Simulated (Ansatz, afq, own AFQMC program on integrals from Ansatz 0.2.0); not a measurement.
## H2O, singlet: energetics from AFQMC and coupled cluster

```xyz
3

O    -0.3102    0.2052   -0.1441
H     0.4673    0.5396    0.3147
H    -0.1570   -0.7448   -0.1706
```

Geometry: a PBE0/def2-SVP stationary point, not shown to be a minimum. Basis def2-TZVP. Only valence electrons are correlated. AFQMC by an in-house program on the Cholesky factors that Ansatz 0.2.0 writes for its CCSD(T) run. The CISD trial takes its coefficients from CCSD amplitudes. Released means that phaseless walkers are propagated on without the constraint, phases kept. Error bars are statistical, one sigma.

Best estimates are CCSD(T) at the basis-set limit (def2-TZVPP/QZVPP) plus the step from CCSD(T) to the highest rung at hand in def2-TZVP, named in the table (released AFQMC can keep some 10 meV of bias). Fragments are relaxed and keep their bonds. No zero-point, core-correlation or spin–orbit terms. Other levels are in def2-TZVP; a dash marks a level that is missing or breaks spin symmetry for a member.

```
                           process  best estimate (kJ/mol)  highest rung
O1–H2 → HO (doublet) + H (doublet)                     527      CCSDT(Q)
                     to free atoms                     976        CCSDTQ
```

Errors against the best estimates in kJ/mol, the processes numbered in the order above:

```csv
level,"error, 1","error, 2"
MP2,-13,-41
CCSD(T),-28,-57
ph-AFQMC/CISD,-28 ± 0.3,-56 ± 0.3
CCSD(T)/CBS,0,0
PBE,-14,-11
r2SCAN,-26,-28
PBE0,-26,-40
B3LYP,-21,-25
wB97M-V,-14,-20
B2PLYP,-22,-35
```

Cost at the first geometry (cards were shared with other jobs): PBE0/def2-TZVP, 0.3 s on 1 thread of AMD EPYC 7R13 Processor (Zen 3), with other jobs on the host; RCCSD(T)/def2-TZVP, 2.1 s on 1 × NVIDIA H100 80GB HBM3 with 1 thread of AMD EPYC 7R13 Processor (Zen 3), on a shared host; CCSD(T)/def2-QZVPP, 1.4 s on 1 × NVIDIA H100 80GB HBM3 with 1 thread of AMD EPYC 7R13 Processor (Zen 3), on a shared host; CCSDT(Q), 3 s on 1 × NVIDIA H100 80GB HBM3 with 1 thread of AMD EPYC 7R13 Processor (Zen 3), with other jobs on the host; ph-AFQMC/CISD with release, 22 s on 1 × NVIDIA H100 80GB HBM3 with 2 threads of AMD EPYC 7R13 Processor (Zen 3) (shared host).

Best estimates are given only where the step beyond CCSD(T) is under 0.3 eV and no member's determinant is very poor (T1 over 0.05, or 0.07 for open shells, ⟨S²⟩ too high by 0.3, two states mixed), so the hardest cases are missing from such tables.

The functionals ran in a triple-zeta set and keep a basis error of their own, a few kJ/mol for each bond in atomization energies and more for double hybrids, so close places among them and the extrapolated levels can swap.

CCSDT and higher add their correlation energy to the determinant of the CCSD(T) run, since their own runs factorise the integrals more tightly (a shift of under 2 meV). Each member of a difference takes its own highest rung, so a best estimate needn't equal the limit plus the step of one row. A walk keeps the symmetry of its determinant, which the program's search chose and which needn't be the lowest solution, so a lower state of the same spin and another symmetry isn't excluded.
